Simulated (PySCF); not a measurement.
Species: C4H5F.
Z-matrix (Å and degrees, PBE0-D3(BJ)/def2-SVP geometry), rows numbered from 1:
```
C 
C   1  1.5121
C   2  1.5472  1  121.69
C   3  1.2907  2   61.53  1  -108.61
F   4  1.3066  2  143.95  3  -179.22
H   1  1.1018  2  110.98  3   -88.27
H   1  1.1020  2  111.14  3   152.36
H   1  1.1010  2  111.01  3    31.96
H   2  1.1052  1  113.01  3   147.37
H   3  1.0851  2  144.30  4   179.24
```

The closed-shell ground state was solved at several levels (PySCF, density fitting, gas phase, non-relativistic).

| level | basis functions | total energy (Eh) | HOMO (eV) | LUMO (eV) | gap (eV) | dipole (D) |
| --- | --- | --- | --- | --- | --- | --- |
| wB97X-D/def2-SVPD | 143 | -254.9096 | -9.14 | 2.23 | 11.37 | 1.28 |
| B3LYP/pcJ-1 | 185 | -255.1778 | -7.02 | 0.28 | 7.30 | 1.13 |
| PBE0/pcSseg-1 | 110 | -254.8579 | -7.24 | 0.54 | 7.78 | 1.13 |

Task: Estimate the row for PBE0/pcSseg-2, a basis of 250 functions; the other rows only guide the guess.

Result: Total energy -254.9843 Eh, HOMO -7.23 eV, LUMO 0.36 eV, gap 7.59 eV, dipole 1.18 D.

Task: Over all these levels, which gives the widest orbital gap and which the narrowest?

Result: wB97X-D/def2-SVPD (range-separated hybrid) has the widest, 11.37 eV, and B3LYP/pcJ-1 (global hybrid, 20 % exact exchange) the narrowest, 7.30 eV. Functional and basis both differ between the two, so the spread mixes both effects.

Task: How far do the dipole and the HOMO energy spread over the levels?

Result: The dipole runs from 1.13 to 1.28 D (mean 1.18 D) and the HOMO from -9.14 to -7.02 eV.

The pairwise dispersion term of wB97X-D wasn't added to the energies; at a given geometry it leaves orbitals and properties as they are.
